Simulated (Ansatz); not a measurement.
The input, for Ansatz 0.2.0:

```yaml
crystal:
  periodic: [false, false, false]
  atoms:
    - {symbol: Si, position_ang: [-0.083507, 0.000000, 0.000000]}
    - {symbol: H, position_ang: [-0.578378, 1.399708, 0.000000]}
    - {symbol: H, position_ang: [-0.578378, -0.699854, 1.212183]}
    - {symbol: H, position_ang: [-0.578379, -0.699854, -1.212183]}
    - {symbol: H, position_ang: [1.615493, 0.000000, 0.000000]}
    - {symbol: H, position_ang: [2.446493, 0.000000, 0.000000]}
basis:
  gaussian: {orbitals: 6-31G}
magnetization: {spin_polarized: false, initial_magnetization: 1}
hamiltonian: {pseudopotentials: {relativity: none}}
correlation: {method: fic_mrcisd_q, electrons: valence, active_space: {window: {electrons: 1, orbitals: 2}, states: [{multiplicity: 2, weights: [1, 0.5, 1, 0.5]}], root: 3}}
accuracy: high
```

```sh
$ ansatz run in.yaml --threads 1 --pin off --events-out ev --progress --plain --max-ram 2393MiB
```

The program prints:

```
539 factors; integrals over basis functions are off by at most 3.5e-9 eV
mean field evaluation 1: about -7935.7068 eV, gradient 7.8e0 eV
mean field evaluation 2: about -7935.7097 eV, gradient 7.8e0 eV
mean field evaluation 4: about -7936.1141 eV, gradient 2.5e-1 eV
mean field evaluation 8: about -7936.1146 eV, gradient 1.2e-7 eV
mean field -7936.11460481 eV, -291.6468324352 hartree, gradient 1.0e-8 eV, S^2 0.750000; 0 other end points of the search recorded, 0 dependent functions left out
reference -7936.11460481 eV, -291.6468324352 hartree; 10, 9 occupied and 13, 14 virtual orbitals, 539 factors
Error: 4 states are sought, and the space of determinants holds 2 states of this symmetry and spin
```

The run gave no result to rely on (stopped by an error).

Ran on 1 thread of Arm Neoverse N1, shared host: 0.33 s wall, 0.15 GiB peak host memory.
